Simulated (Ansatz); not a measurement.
`C=CCOCF` + `CCl` → `FCOCCCl` + `C=C`  (formal exchange of groups at a C–C bond)

Computed with Ansatz on PBE0-D4/def2-TZVP structures; ΔE is electronic, products minus reactants. CBS: MP2 limit from def2 TZ/QZ plus the TZ coupled-cluster correction, frozen cores. This one scheme is used for every species. Functionals use def2-TZVPP. One conformer a species, not always the lowest.

`C=CCOCF`:

Cartesian coordinates in Å:
```
C -0.240 2.138 -1.209
C 0.496 1.248 -0.560
C -0.065 0.190 0.319
O 0.466 -1.068 -0.083
C 0.012 -2.122 0.652
F 0.533 -2.104 1.934
H 0.213 2.917 -1.811
H -1.324 2.123 -1.157
H 1.580 1.273 -0.632
H 0.213 0.380 1.363
H -1.161 0.170 0.254
H -1.081 -2.109 0.765
H 0.357 -3.036 0.166
```

`CCl`:

Z-matrix (Å, degrees):
```
C
Cl 1 1.773
H 1 1.088 2 108.6
H 1 1.087 2 108.7 3 -120.0
H 1 1.088 2 108.7 3 120.0
```

`FCOCCCl`:

Cartesian coordinates in Å:
```
F 1.591 -2.029 -0.322
C 1.705 -0.652 -0.362
O 0.754 -0.055 0.412
C -0.562 -0.162 -0.087
C -1.433 0.844 0.608
Cl -1.024 2.515 0.149
H 2.679 -0.385 0.050
H 1.615 -0.365 -1.418
H -0.573 0.005 -1.172
H -0.959 -1.166 0.110
H -1.317 0.770 1.689
H -2.477 0.681 0.344
```

`C=C`:

```xyz
6

C     0.524    0.027   -0.403
C    -0.524   -0.027    0.403
H     0.908   -0.859   -0.898
H     1.043    0.959   -0.601
H    -0.908    0.859    0.898
H    -1.043   -0.959    0.601
```

```json
{"level": "B2PLYP", "ΔE (kJ/mol)": "3.2"}
{"level": "PBE", "ΔE (kJ/mol)": "5.0"}
{"level": "HF/def2-TZVPP", "ΔE (kJ/mol)": "2.9"}
{"level": "SCS-MP2/def2-TZVPP", "ΔE (kJ/mol)": "2.0"}
```

(1) What does CCSD(T)/CBS give? (Best estimate.)

Largest T1 diagnostic among the species: 0.011.

## Answers

(1) Computed: +1.1 kJ/mol. The listed levels differ from it by 2.1, 3.9, 1.8, 0.9 kJ/mol.
